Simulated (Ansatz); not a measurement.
Gas-phase reaction in SMILES: S (H2S) -> S (H2S) as doublet, charge +1 + e-

Wanted: adiabatic ionisation energy (0 K, with zero-point energies), in eV. Terms: non-relativistic; spin-orbit terms left out; 6-311+G** with 5d, 6d on Na to Ar in Ansatz (a first-principles code); no dispersion term unless named; UHF or UKS for open shells. First-principles rows: single points at B3LYP-D3(BJ) geometries (Ansatz), with unscaled harmonic terms from B3LYP/6-31G* at its own minima.

```tsv
species	coefficient	E at B3LYP/6-311+G** (Ansatz), Eh	E at wB97M-V/def2-TZVPD (Ansatz), Eh	zero-point energy, kcal/mol
S (H2S)	-1	-399.42292	-399.37357	9.50
S (H2S) as doublet, charge +1	+1	-399.04017	-398.99066	9.26
```

Measured values: CCCBDB table in ASE; they hold spin-orbit and core effects.  Value to compare with, the measured value: 10.46 eV. 1 Eh = 27.2114 eV and 1 eV = 23.0605 kcal/mol.

Task: Compute it at each level from the table, and compare with the measured value.

Result: 
- B3LYP/6-311+G**: the sum of coefficient times E is 0.38275 Eh, or 10.415 eV; the thermal terms add -0.010. Result: 10.40 eV. Its error against the measured value is -0.06 eV.
- wB97M-V/def2-TZVPD: the sum of coefficient times E is 0.38291 Eh, or 10.420 eV; the thermal terms add -0.010. Result: 10.41 eV. Its error against the measured value is -0.05 eV.
